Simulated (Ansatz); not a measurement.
in.yaml

```yaml
crystal:
  periodic: [false, false, false]
  atoms:
    - {symbol: Si, position_ang: [0.000000, 0.000000, 0.000000]}
    - {symbol: Cl, position_ang: [0.000000, 0.000000, 3.886000]}
basis:
  gaussian: {orbitals: 6-31G}
magnetization: {spin_polarized: true, initial_magnetization: 3}
correlation: {method: ccsdtq, electrons: outside_noble_gas}
```

```sh
$ ansatz run in.yaml --threads 1 --pin off --events-out ev --progress --plain --max-ram 2393MiB
```

**Question.** Roughly how long does this take on 1 thread of Arm Neoverse N1, shared host, and how much host memory?

**Answer.** 2.9 min wall and 0.47 GiB.

```
477 factors; integrals over basis functions are off by at most 3.7e-8 eV
mean field evaluation 1: about -20361.2603 eV, gradient 4.3e0 eV
mean field evaluation 2: about -20361.2623 eV, gradient 4.3e0 eV
mean field evaluation 4: about -20361.5184 eV, gradient 5.6e-1 eV
mean field evaluation 8: about -20361.5237 eV, gradient 2.0e-5 eV
mean field evaluation 16: about -20361.5233 eV, gradient 1.6e-1 eV
mean field evaluation 32: about -20361.4501 eV, gradient 1.2e-4 eV
mean field evaluation 64: about -20361.5231 eV, gradient 3.2e-1 eV
mean field evaluation 96: about -20361.5235 eV, gradient 2.4e-2 eV
mean field evaluation 128: about -20361.4599 eV, gradient 1.8e-1 eV
mean field evaluation 160: about -20361.4501 eV, gradient 3.5e-5 eV
...
cycle  20  -1.50339134 eV  change   -2.0e-6 eV  update   3.1e-5
cycle  21  -1.50339223 eV  change   -8.8e-7 eV  update   4.8e-5
cycle  22  -1.50339277 eV  change   -5.4e-7 eV  update   5.6e-5
cycle  23  -1.50339289 eV  change   -1.2e-7 eV  update   2.9e-5
cycle  24  -1.50339280 eV  change    9.0e-8 eV  update   1.5e-5
cycle  25  -1.50339279 eV  change    4.5e-9 eV  update   6.1e-6
cycle  26  -1.50339282 eV  change   -2.1e-8 eV  update   1.5e-6
cycle  27  -1.50339283 eV  change   -9.6e-9 eV  update   3.1e-6
cycle  28  -1.50339284 eV  change   -1.9e-8 eV  update   1.9e-6
cycle  29  -1.50339286 eV  change   -1.1e-8 eV  update   1.1e-6
Total energy: -20363.02712891 eV, -748.3274444321 hartree
```

For the same geometry and basis full CI lies 0.1 meV higher.
